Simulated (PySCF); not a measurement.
Orbital picture of PN⁺

BP86 at R = 1.487 Å; basis P aug-pcseg-1, N aug-pcseg-1; no relativity; PySCF 2.14. State: ²Σ⁺ (doublet), unpaired electrons σ ↑. Only the outer orbitals are listed, counted within each symmetry.

```
spin  orbital  occ.  ε (eV)  on P (%)         main shells (%)
   α       5σ     1  -31.05        34   62 N s, 24 P s, 9 P p
   α       6σ     1  -21.68        57  54 P s, 24 N s, 18 N p
   α       7σ     1  -18.08        52  42 N p, 34 P p, 16 P s
   α       2π     1  -17.26        31          68 N p, 30 P p
   α       2π     1  -17.26        31          68 N p, 30 P p
   α       3π     0  -11.80        73          68 P p, 28 N p
   α       3π     0  -11.80        73          68 P p, 28 N p
   β       5σ     1  -30.22        37   58 N s, 26 P s, 9 P p
   β       6σ     1  -20.61        72   63 P s, 22 N s, 9 P p
   β       2π     1  -16.89        37          61 N p, 36 P p
   β       2π     1  -16.89        37          61 N p, 36 P p
   β       7σ     0  -15.99        36  48 N p, 29 P p, 15 N s
   β       3π     0  -11.42        67          63 P p, 35 N p
   β       3π     0  -11.42        67          63 P p, 35 N p
```

Which are the highest filled and the lowest empty level, where do they sit, and how wide is the gap?

Highest filled β 2π at -16.89 eV (in %: 61 N p, 36 P p); lowest empty β 7σ at -15.99 eV (in %: 48 N p, 29 P p, 15 N s); the gap at BP86 is 0.90 eV.

```json
{
  "bond order (Mayer)": "2.65",
  "⟨S²⟩": "0.763",
  "charge on P (Mulliken, basis-dependent)": "1.12",
  "charge on P (Löwdin, basis-dependent)": "1.34",
  "dipole moment (positive dipole points towards N; it is taken about the centre of mass and depends on that origin)": "-1.95 D"
}
```

The state was picked by a PBE0 search and need not be the measured ground state.
